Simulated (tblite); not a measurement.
Isomers of C3H5FS. Method: GFN2-xTB as coded in tblite; computed harmonic values from a numerical Hessian at the method's own geometry, unscaled. This tight-binding method is rough: wavenumbers can miss measured ones by several per cent, in bad cases by 10 to 20. Modes of hydrogen on sulfur can be 10 to 20 % off. One conformer each.

Electronic energies: GFN2-xTB at the same geometries; isomer energies are rough at this level and their order can be wrong.

| SMILES | electronic energy, lowest = 0 (kJ/mol) |
| --- | --- |
| F[C@@H]1C[C@H]1S | 21.9 |
| CS/C=C/F | 38.6 |
| CC(=S)CF | 0.0 |

How do GFN2-xTB zero-point energies change the relative energies?

| SMILES | ZPE (kJ/mol) | of it from modes above 1550 cm⁻¹ | electronic (kJ/mol) | with ZPE, lowest = 0 (kJ/mol) | lowest mode (cm⁻¹) | rings |
| --- | --- | --- | --- | --- | --- | --- |
| CC(=S)CF | 189.8 | 89.1 | 0.0 | 0.0 | 51 | 0 |
| F[C@@H]1C[C@H]1S | 185.0 | 88.2 | 21.9 | 17.1 | 153 | 1 |
| CS/C=C/F | 186.2 | 101.7 | 38.6 | 35.0 | 57 | 0 |

The zero-point energies span 4.8 kJ/mol, from `F[C@@H]1C[C@H]1S` to `CC(=S)CF`. The order is unchanged.

What do entropy and thermal enthalpy add at 298.15 K and 1 bar (rigid rotor, harmonic oscillator, one conformer each)?

```tsv
SMILES	point group	symmetry number	S (J/(mol K))	H − H(0) (kJ/mol)	ZPE + H − H(0) − TS (kJ/mol)
CC(=S)CF	Cs	1	332.9	18.71	109.2
F[C@@H]1C[C@H]1S	C1	1	317.0	17.43	107.9
CS/C=C/F	Cs	1	339.6	19.87	104.8
```
